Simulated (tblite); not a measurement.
Compound: C₃H₄ClO (doublet state).
Cartesian coordinates in Å at the GFN2-xTB level; atoms count from 1:
```
atom  x, y, z in Å
C1     1.423    0.085    0.044
C2     0.162    0.481   -0.079
Cl3   -0.246    2.137   -0.383
C4    -1.023   -0.445    0.031
O5    -0.789   -1.706    0.263
H6     2.259    0.757   -0.037
H7     1.617   -0.957    0.232
H8    -1.734   -0.025    0.790
H9    -1.657   -0.320   -0.886
```

The geometry is computed with GFN2-xTB (gas phase). This method treats the open shell by occupation alone, without spin polarisation.

Masses are those of the commonest isotopes; rigid-rotor values at the optimised geometry. The values belong to one conformer with, in the numbering `[CH2:1]=[C:2]([Cl:3])[CH2:4][O:5]`, C1–C2–C4–O5 0°.

Problem. Give the principal moments of inertia and the rotational constants in GHz.

Solution. Ia = 59.54, Ib = 196.86, Ic = 253.48 u·Å²; 505379 MHz·u·Å²/I gives 8488, 2567 and 1994 MHz, that is A = 8.4876, B = 2.5672, C = 1.9938 GHz.

Problem. What kind of rotor is it?

Solution. An asymmetric top. Ray's parameter κ = (2B − A − C)/(A − C) = -0.823; −1 is the prolate and +1 the oblate limit.

Problem. Is it planar, by Δ = Ic − Ia − Ib?

Solution. Not planar: Δ = Ic − Ia − Ib = -2.93 u·Å². For a rigid frame Δ = −2 Σ m c², so Σ m c² = 1.46 u·Å² lies off the ab plane, practically all of it from hydrogen. The atom farthest from that plane is 0.86 Å away.

Problem. Give the other two planar moments, Paa and Pbb, and the rms extents of the mass along the axes.

Solution. Paa = Σ m a² = (Ib + Ic − Ia)/2 = 195.40 and Pbb = Σ m b² = (Ia + Ic − Ib)/2 = 58.08 u·Å². With the mass M = 91.00 u, the rms extents √(P/M) along a, b and c are 1.47, 0.80, 0.13 Å.

Problem. List the rotational levels J(Ka,Kc) to J = 5 (K).

Solution. Above 0(0,0), as E/k:
J = 1: 1(0,1) 0.219, 1(1,1) 0.503, 1(1,0) 0.531
J = 2: 2(0,2) 0.655, 2(1,2) 0.913, 2(1,1) 0.996, 2(2,1) 1.848, 2(2,0) 1.850
J = 3: 3(0,3) 1.304, 3(1,3) 1.528, 3(1,2) 1.693, 3(2,2) 2.505, 3(2,1) 2.514, 3(3,1) 3.996, 3(3,0) 3.996
J = 4: 4(0,4) 2.161, 4(1,4) 2.345, 4(1,3) 2.619, 4(2,3) 3.379, 4(2,2) 3.407, 4(3,2) 4.875, 4(3,1) 4.875, 4(4,1) 6.957, 4(4,0) 6.957
J = 5: 5(0,5) 3.220, 5(1,5) 3.363, 5(1,4) 3.773, 5(2,4) 4.469, 5(2,3) 4.533, 5(3,3) 5.975, 5(3,2) 5.977, 5(4,2) 8.055, 5(4,1) 8.055, 5(5,1) 10.732, 5(5,0) 10.732
The levels of one J sum to (2J + 1)J(J + 1)(A + B + C)/3.

Problem. Estimate the classical rotational partition function at 10 K, 25 K and 298.15 K.

Solution. Point group Cs, symmetry number σ = 1; q = (√π/σ)·√((kT/h)³/(ABC)), k/h = 20836.6 MHz/K: 809 at 10 K, 3200 at 25 K, 132000 at 298.15 K.

For this open shell read J as N, the rotation without spin; fine and hyperfine splittings come on top. Its GFN2-xTB frequencies are all real (lowest 75 cm⁻¹). Zero-point vibration and centrifugal distortion are left out.
